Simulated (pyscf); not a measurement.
Thermochemistry of product channels of PH (SMILES [PH]) [triplet] + SiH₄ (SMILES [SiH4]) on the triplet surface, in eV, from ωB97M-D3(BJ)/def2-TZVP energies (ideal gas, 1 atm, RRHO with modes under 100 cm⁻¹ raised to 100, one conformer, R ln 2 for rigid chiral ones). Structures and frequencies: ωB97X-D3(BJ)/def2-SVP in PySCF.

```
products                                                          ΔE  ΔH(298 K)  ΔG(900 K)  ΔG(1200 K)
-------------------------------------------------------------  -----  ---------  ---------  ----------
•H₂Si–PH₂ (SMILES [SiH2]P) + H• (SMILES [H])                   +1.47      +1.38      +1.36       +1.31
PH₃ (SMILES P) + SiH₂ (SMILES [SiH2]) [triplet]                +1.01      +1.01      +0.79       +0.72
H₂Si=PH (SMILES [SiH2]=P) + H• (SMILES [H]) + H• (SMILES [H])  +3.82      +3.55      +2.62       +2.25
H₃Si–PH• (SMILES [SiH3][PH]) + H• (SMILES [H])                 +1.16      +1.06      +1.04       +1.00
PH₂• (SMILES [PH2]) + SiH₃• (SMILES [SiH3])                    +0.66      +0.63      +0.36       +0.27
H₃Si–P: (SMILES [SiH3][P]) [triplet] + H₂ (SMILES [H][H])      -0.03      -0.06      -0.04       -0.05
```

These are energies of the channels, which say nothing of barriers. SiH₂ [triplet] is an excited spin state, 0.95 eV over the singlet at ωB97X-D3(BJ).
